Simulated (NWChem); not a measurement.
## Correlation energy of Al (+1)

```xyz
1

Al     0.0000     0.0000     0.0000
```
Charge +1, spin multiplicity 1.

Program: NWChem.

Basis set: def2-TZVP. Each correlation energy counts from its own Hartree-Fock reference.

```csv
method,correlation energy (mHa)
CR-CCSD(T),-39.3
SCS-MP2,-32.7
MP2,-27.3
CCSD,-39.3
CR-CCSD[T],-39.3
CCSDT,-39.3
```

The values span 12.1 mHa, from CCSD (lowest) to MP2 (highest). 

The correlated methods keep 5 core orbitals frozen. No row is a measurement; the coupled-cluster row has its own basis-set and correlation limits.
